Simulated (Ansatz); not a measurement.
1T (CdI2-type) TiS2 was calculated with HSE06-D3(BJ) (plane waves, PAW; Ansatz, an electronic-structure program).

Rigid layers of the crystal as relaxed at this level are moved apart or together:

```csv
run,k mesh,layer repeat (Å),energy against free layers (meV/Å²),gap on the mesh (eV)
1,12×12×6,5.5,-43.76,0.383
2,12×12×6,5.7,-42.51,0.412
3,12×12×6,6.1,-35.78,0.473
4,12×12×6,6.7,-24.38,0.543
5,12×12×4,8.7,-5.93,0.608
```

The lowest energy of these points lies at a layer repeat of 5.50 Å.

Note: exact exchange on metals is sensitive to the k mesh and can open a false gap.
